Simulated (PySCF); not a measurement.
Stepwise substitution at one centre (Al F-Br). Isolated molecules, 0 K electronic values unless said otherwise. Strings in code marks are SMILES.

Computed with PBE-D3(BJ)/def2-TZVP // B3LYP-D3(BJ)/def2-TZVP run with PySCF. Excitations are Tamm–Dancoff values on a coarser integration grid. The basis has no diffuse functions, so Rydberg states are missing or too high.

```csv
species,HOMO (eV),S1 oscillator strength,S1–T1 gap (TDA) (eV),HOMO–LUMO gap (eV)
0 of 3 F replaced by Br (`[Al]([F])([F])[F]`),…,0.000,0.20,7.20
1 of 3 F replaced by Br (`[F][Al]([Br])[F]`),-7.91,0.015,…,5.53
2 of 3 F replaced by Br (`[F][Al]([Br])[Br]`),…,0.009,0.26,5.21
3 of 3 F replaced by Br (`[Br][Al]([Br])[Br]`),-7.36,0.000,0.24,…
```

**Question.** Complete the blanks.

**Answer.** 
- 0 of 3 F replaced by Br (`[Al]([F])([F])[F]`), HOMO (eV): -9.62
- 1 of 3 F replaced by Br (`[F][Al]([Br])[F]`), S1–T1 gap (TDA) (eV): 0.27
- 2 of 3 F replaced by Br (`[F][Al]([Br])[Br]`), HOMO (eV): -7.60
- 3 of 3 F replaced by Br (`[Br][Al]([Br])[Br]`), HOMO–LUMO gap (eV): 4.92
